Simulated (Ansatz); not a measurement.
Input file:

```yaml
crystal:
  periodic: [false, false, false]
  atoms:
    - {symbol: Si, position_ang: [0.000000, 0.000000, 0.000000]}
    - {symbol: Br, position_ang: [0.000000, 0.000000, 2.426100]}
basis:
  gaussian: {orbitals: aug-cc-pVDZ}
total_charge: -1
magnetization: {spin_polarized: true, initial_magnetization: 0}
hamiltonian: {xc: hf, pseudopotentials: {relativity: scalar}}
output: {forces: true, orbitals: {seedname: orbitals}}
```

```sh
$ ansatz run in.yaml --threads 1 --pin off --events-out ev --progress --plain --max-ram 2393MiB
```

Question: Roughly how long does this take on 1 thread of Arm Neoverse V1, shared host, and how much host memory?

Answer: 4.5 s wall and 0.16 GiB.

```
673 factors; integrals over basis functions are off by at most 7.2e-4 eV
mean field evaluation 1: about -78544.3377 eV, gradient 1.1e1 eV
mean field evaluation 2: about -78544.3471 eV, gradient 1.1e1 eV
mean field evaluation 4: about -78545.6728 eV, gradient 1.1e0 eV
mean field evaluation 8: about -78545.7134 eV, gradient 6.6e-4 eV
mean field evaluation 16: about -78546.8604 eV, gradient 3.5e-2 eV
mean field evaluation 32: about -78537.2026 eV, gradient 1.5e1 eV
mean field evaluation 64: about -78538.3589 eV, gradient 6.8e0 eV
mean field evaluation 96: about -78527.0738 eV, gradient 2.2e1 eV
mean field -78546.86069357 eV, -2886.5438895142 hartree, gradient 7.4e-6 eV, S^2 1.042314; 6 other end points of the search recorded, 0 dependent functions left out
the calculation of the forces begins
reference -78546.86069357 eV, -2886.5438895142 hartree; 25, 25 occupied and 38, 38 virtual orbitals, 673 factors
Total energy: -78546.86069357 eV, -2886.5438895142 hartree
Relativity: scalar
Atom 0 at     0.000000     0.000000     0.000000 Å, force    -0.000000    -0.000000    -0.546953 eV/Å
Atom 1 at     0.000000     0.000000     2.426100 Å, force     0.000000     0.000000     0.546953 eV/Å
Dipole moment:     0.000000     0.000000     0.784116 e Å
```

Forces (eV/Å):
```
Si   0.000  0.000 -0.547
Br   0.000  0.000  0.547
```
